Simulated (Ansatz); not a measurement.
Steps of a relaxation of C3H5N, SMILES `C1=NCC1` with RKS PBE0-D4/def2-TZVP.

```sh
$ ansatz run in.yaml --threads 2 --pin off --events-out ev --progress --plain --max-ram 4352MiB
```

```yaml
crystal:
  periodic: [false, false, false]
  atoms:
    - {symbol: C, position_ang: [-0.745581, 0.504452, -0.714585]}
    - {symbol: N, position_ang: [0.445609, 0.995139, -0.873700]}
    - {symbol: C, position_ang: [0.964857, 0.073036, 0.184046]}
    - {symbol: C, position_ang: [-0.470208, -0.508913, 0.364734]}
    - {symbol: H, position_ang: [-1.657756, 0.809056, -1.267336]}
    - {symbol: H, position_ang: [1.733931, -0.629149, -0.201017]}
    - {symbol: H, position_ang: [1.386640, 0.616910, 1.055348]}
    - {symbol: H, position_ang: [-0.610943, -1.575506, 0.088863]}
    - {symbol: H, position_ang: [-0.958051, -0.331225, 1.346546]}
basis:
  gaussian: {orbitals: def2-TZVP}
hamiltonian: {xc: pbe0, dispersion: d4}
relax: {f_tol: 0.005, max_steps: 150}
```

Positions (Å) and forces (eV/Å) along the path, 5 of 5 steps:

```xyz
9
step=1 energy=-4676.9928 eV
C    -0.746    0.504   -0.715    0.535    0.384   -0.239
N     0.446    0.995   -0.874   -1.007   -0.727    0.449
C     0.965    0.073    0.184    0.307   -0.021    0.104
C    -0.470   -0.509    0.365   -0.044   -0.076    0.065
H    -1.658    0.809   -1.267    0.530   -0.166    0.310
H     1.734   -0.629   -0.201   -0.428    0.350    0.175
H     1.387    0.617    1.055   -0.257   -0.267   -0.447
H    -0.611   -1.576    0.089    0.095    0.572    0.106
H    -0.958   -0.331    1.347    0.269   -0.049   -0.522
9
step=2 energy=-4677.0352 eV
C    -0.743    0.501   -0.711    0.180    0.095   -0.038
N     0.436    0.986   -0.866   -0.227   -0.213    0.144
C     0.962    0.071    0.186    0.039    0.030   -0.011
C    -0.466   -0.506    0.363   -0.031   -0.044    0.026
H    -1.643    0.803   -1.258    0.145   -0.049    0.088
H     1.719   -0.624   -0.199   -0.132    0.109    0.046
H     1.375    0.610    1.047   -0.079   -0.075   -0.139
H    -0.604   -1.559    0.088    0.027    0.162    0.034
H    -0.948   -0.327    1.333    0.079   -0.016   -0.149
9
step=3 energy=-4677.0390 eV
C    -0.740    0.500   -0.709    0.000   -0.007   -0.005
N     0.435    0.982   -0.864    0.012   -0.012    0.026
C     0.959    0.070    0.186   -0.009    0.014   -0.028
C    -0.466   -0.506    0.363    0.000    0.011    0.001
H    -1.635    0.801   -1.253   -0.013    0.001   -0.004
H     1.712   -0.621   -0.198    0.009   -0.009   -0.002
H     1.369    0.609    1.042    0.002    0.004    0.010
H    -0.602   -1.554    0.088    0.001   -0.004   -0.004
H    -0.944   -0.326    1.328   -0.003    0.003    0.006
9
step=4 energy=-4677.0390 eV
C    -0.740    0.500   -0.709   -0.003    0.009    0.003
N     0.435    0.983   -0.862    0.007   -0.011    0.002
C     0.959    0.070    0.185   -0.006    0.015   -0.002
C    -0.466   -0.506    0.363    0.002   -0.009   -0.005
H    -1.635    0.800   -1.254   -0.001   -0.002    0.000
H     1.712   -0.622   -0.199    0.000   -0.001    0.000
H     1.369    0.608    1.043    0.003    0.000    0.002
H    -0.602   -1.554    0.088   -0.001   -0.003    0.001
H    -0.944   -0.326    1.329    0.001    0.002    0.000
9
step=5 energy=-4677.0390 eV
C    -0.740    0.500   -0.709    0.004   -0.001    0.002
N     0.435    0.982   -0.863   -0.003   -0.001    0.000
C     0.959    0.071    0.185   -0.001   -0.002    0.001
C    -0.466   -0.506    0.363    0.001    0.000    0.000
H    -1.636    0.800   -1.253   -0.002    0.002   -0.003
H     1.712   -0.621   -0.199    0.000    0.001    0.000
H     1.369    0.608    1.043    0.000    0.001    0.000
H    -0.602   -1.554    0.088    0.000    0.000    0.000
H    -0.944   -0.326    1.328    0.000    0.000    0.000
```

Run time 13 s (2 threads of an Arm Neoverse V2 on a shared host); peak host memory 0.27 GiB.
